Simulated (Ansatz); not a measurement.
Gas-phase electronic energies from Ansatz, PBE0-D4/def2-TZVP geometries. CBS: MP2 limit from def2 TZ/QZ plus the TZ coupled-cluster correction, frozen cores. This one scheme is used for every species. Functionals use def2-TZVPP. Each species was taken in one conformer, which may not be the lowest.

Reaction (hydrogenolysis of a C–C bond): `FC[C@@H]1O[C@H]1F` + H₂ → `FC1CO1` + fluoromethane

| level | ΔE (kcal/mol) |
| --- | --- |
| PBE-D4 | -9.1 |
| r2SCAN-D4 | -9.1 |

**Question.** What does CCSD(T)/CBS give? (Estimate.)

**Answer.** Ansatz gave: -9.8 kcal/mol. The listed levels differ from it by 0.7, 0.7 kcal/mol.

Largest T1 diagnostic among the species: 0.012.

The D4 term adds +1.8 kcal/mol with B3LYP and +1.0 kcal/mol with PBE0; it sums over pairs of atoms, weighted by their polarisabilities, and B3LYP, whose exchange is more repulsive, gets the larger term. In def2-TZVPP, CCSD(T) changes the Hartree–Fock value by +4.5 kcal/mol (the triples alone add +1.0 kcal/mol) and MP2 by +5.0 kcal/mol.

B3LYP here is the variant with VWN-RPA as its local correlation; programs differ in this.
